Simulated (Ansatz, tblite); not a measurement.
# The cluster TaO₂−: a ladder of methods and basis sets

One table from this session's results is given with a row withheld; the runs are named, their logs left out.

Computed with Ansatz 0.2.0, Gaussian basis. Level: as each input shows.

The runs, in order: GFN1-xTB, GFN2-xTB, PBE-D4/def2-TZVPD, r2SCAN-D4/def2-TZVPD, revPBE-D4/def2-TZVPD, B2PLYP/def2-TZVPD, r2SCAN0-D4/def2-TZVPD, LC-ωPBE/def2-TZVPD, B3LYP-D4/def2-TZVPD, PBE+5HF/def2-TZVPD, PBE+10HF/def2-TZVPD, PBE+15HF/def2-TZVPD, PBE+35HF/def2-TZVPD, PBE+50HF/def2-TZVPD, PBE-D4/def2-SVPD, PBE0-D4/def2-SVPD, CCSD(T)/def2-TZVPPD, MP2/def2-TZVPD, RPA/def2-TZVPD.

### The structure

The singlet was relaxed beforehand with PBE-D4/def2-TZVPD. At that level it is the lowest of the isomers that a small search found.

3 atoms, charge -1, spin multiplicity 1.

Bond lengths: Ta1–O2 1.762 Å, Ta1–O3 1.762 Å. Angles: O2–Ta1–O3 107.1°.

Ta takes a core potential in the def2 sets. No spin-orbit coupling is included. The ion is computed in the gas phase, without counter-ions or solvent.

PBE0-D4/def2-TZVPD was run before; its log isn't repeated, and its numbers join the tables.

Set-up of the first run:

Tight binding, by tblite at 300 K electronic temperature and without a spin-polarisation term:

```python
tblite.interface.Calculator('GFN1-xTB', numbers, positions, charge=-1, uhf=0).singlepoint()
```

Tight binding, by tblite at 300 K electronic temperature and without a spin-polarisation term:

```python
tblite.interface.Calculator('GFN2-xTB', numbers, positions, charge=-1, uhf=0).singlepoint()
```

start.molden holds the orbitals of an earlier run on this state, given as this run's starting guess.

in.yaml

```yaml
crystal:
  periodic: [false, false, false]
  atoms:
    - {symbol: Ta, position_ang: [-0.687162, 0.077863, 0.094383]}
    - {symbol: O, position_ang: [0.575912, 1.179898, 0.638813]}
    - {symbol: O, position_ang: [0.111250, -1.257761, -0.733196]}
basis:
  gaussian: {orbitals: def2-TZVPD, initial_orbitals: start.molden}
total_charge: -1
hamiltonian: {xc: pbe, dispersion: d4}
scf: {omitted_lower_state_checks: [starts]}
output: {orbitals: {seedname: orbitals}}
```

On the command line:

```bash
ansatz run in.yaml --threads 4 --pin off --events-out ev --progress --plain --max-ram 3916MiB
```

Among the steps run: PBE-D4/def2-TZVPD; r2SCAN-D4/def2-TZVPD; revPBE-D4/def2-TZVPD; B2PLYP/def2-TZVPD; r2SCAN0-D4/def2-TZVPD; LC-ωPBE/def2-TZVPD; B3LYP-D4/def2-TZVPD; PBE+5HF/def2-TZVPD; PBE+10HF/def2-TZVPD; PBE+15HF/def2-TZVPD; PBE+35HF/def2-TZVPD; PBE+50HF/def2-TZVPD; PBE-D4/def2-SVPD; PBE0-D4/def2-SVPD; CCSD(T)/def2-TZVPPD; MP2/def2-TZVPD; RPA/def2-TZVPD.

One table of the session follows, with a row left open; its other results are not shown here.

```
                level  HOMO (eV)  LUMO (eV)  gap (eV)
     PBE-D4/def2-SVPD       0.35       1.99      1.64
    PBE-D4/def2-TZVPD       0.28       1.87      1.59
 revPBE-D4/def2-TZVPD       0.34       1.92      1.59
 r2SCAN-D4/def2-TZVPD       0.12       1.92      1.80
  B3LYP-D4/def2-TZVPD      -0.41       2.37      2.77
    PBE0-D4/def2-SVPD      -0.49       2.70      3.19
   PBE0-D4/def2-TZVPD      -0.54       2.54      3.08
r2SCAN0-D4/def2-TZVPD      -0.65       2.58      3.23
   LC-ωPBE/def2-TZVPD      -2.71       4.10      6.81
   PBE+5HF/def2-TZVPD          ?          ?         ?
  PBE+10HF/def2-TZVPD      -0.04       2.15      2.19
  PBE+15HF/def2-TZVPD      -0.21       2.28      2.49
  PBE+35HF/def2-TZVPD      -0.87       2.79      3.66
  PBE+50HF/def2-TZVPD      -1.38       3.13      4.50
```

Q: Estimate the row for PBE+5HF/def2-TZVPD from the others.

The run gave: HOMO (eV): 0.12; LUMO (eV): 2.01; gap (eV): 1.89.
